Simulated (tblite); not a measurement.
## COS: calculation against experiment

**What was measured.**

From CRC Handbook of Chemistry and Physics, for the gas at 298.15 K: standard entropy 231.6 J/(mol K).

The results are set against them at the end.

Species: COS.
Numbering: `[O:1]=[C:2]=[S:3]`

Cartesian coordinates in Å at the GFN2-xTB level; atoms count from 1:
```
atom  x, y, z in Å
O1    -1.2521    0.3281   -0.0065
C2    -0.1217    0.0956   -0.0044
S3     1.3853   -0.2143   -0.0016
```

GFN2-xTB wavenumbers (cm⁻¹, harmonic, unscaled, at the method's own geometry): 430, 430, 952, 2198. Point group C∞v, symmetry number 1. Entropy at 298.15 K and 1 bar in J/(mol K): translation 159.9, rotation 65.7, vibration 7.7.

**Comparison with experiment**

**Standard entropy at 298.15 K.** Measured: 231.6 J/(mol K) (298.15 K; CRC Handbook of Chemistry and Physics).

```json
{"level": "GFN2-xTB, rigid rotor and harmonic oscillator", "computed (J/(mol K))": "233.3", "computed − measured (J/(mol K))": "+1.7", "% (from the printed values)": "+1"}
```

Ideal gas at 1 bar, most abundant isotopes; table values of this kind come from calorimetry or from spectroscopic constants.

No measured geometry was used, and the causes of the misses weren't examined.
